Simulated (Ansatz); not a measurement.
Structure relaxation of NiPt2

Method: DFT r2SCAN, scalar-relativistic, plane waves, PAW (Ansatz 0.2.0). Cutoff 500 eV, Γ-centred k mesh, Gaussian smearing, no spin polarisation in the final step.

This is the end of a relaxation of cell and atoms.

```yaml
crystal:
  lattice:
    - [5.08630, 0.00000, 0.00000]
    - [0.00000, 5.08630, 0.00000]
    - [0.00000, 0.00000, 5.08630]
  atoms:
    - { symbol: Ni, position: [0.00000, 0.00000, 0.00000] }
    - { symbol: Ni, position: [0.50000, 0.50000, 0.50000] }
    - { symbol: Pt, position: [0.25000, 0.25000, 0.25000] }
    - { symbol: Pt, position: [0.25000, 0.75000, 0.75000] }
    - { symbol: Pt, position: [0.75000, 0.75000, 0.25000] }
    - { symbol: Pt, position: [0.75000, 0.25000, 0.75000] }
```

The zero of energy is the elements' standard structures at the same level; no fitted shifts are applied.

**Question.** What space group does it have?

**Answer.** Pn-3m (No. 224). Conventional cell: a = 5.086 Å. Ni is coordinated by 4 Pt at 2.20 Å; around Pt lie 2 Ni at 2.20 Å.

**Question.** What is its formation energy per atom?

**Answer.** 1.83 eV/atom.

**Question.** Is it a metal?

**Answer.** Yes, bands cross the Fermi level on the 8×8×8 mesh.

The final run used a 8×8×8 mesh on its 6-atom cell and 0.10 eV smearing. The k mesh leaves about 4 meV/atom of noise in metals. Spin–orbit coupling is left out. The cell came from a trial start, so NiPt2 may not exist in this structure.

Cost: 3 runs of about 5.2 core-minutes in all, on Arm Neoverse V1 (shared hosts).